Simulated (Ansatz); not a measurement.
# How methods differ on SiH2O (oxosilane)

The species is SiH2O (4 atoms), meant as a singlet with charge 0. SMILES: `O=[SiH2]`. The shape was relaxed beforehand at wB97X-V/def2-SVP.

Quantity: the adiabatic electron affinity (to the doublet anion, shapes relaxed at wB97X-V/def2-SVP, no zero-point term), in eV. The values are calculated.

The electron affinity is E(neutral) − E(anion): positive where the electron is bound.

```csv
level,kind,program,value (eV)
HF/def2-TZVPP,Hartree–Fock,Ansatz,0.21
SVWN5/def2-TZVPP,LDA,Ansatz,0.69
PBE/def2-TZVPP,GGA,Ansatz,0.66
r2SCAN/def2-TZVPP,meta-GGA,Ansatz,0.75
wB97M-V/def2-TZVPP,range-separated hybrid,Ansatz,0.47
B2PLYP/def2-TZVPP,double hybrid,Ansatz,0.49
RPA@PBE/def2-TZVPP,RPA,Ansatz,0.71
MP2/def2-TZVPP,perturbation theory,Ansatz,0.35
```

The values span 0.21 to 0.75 eV.
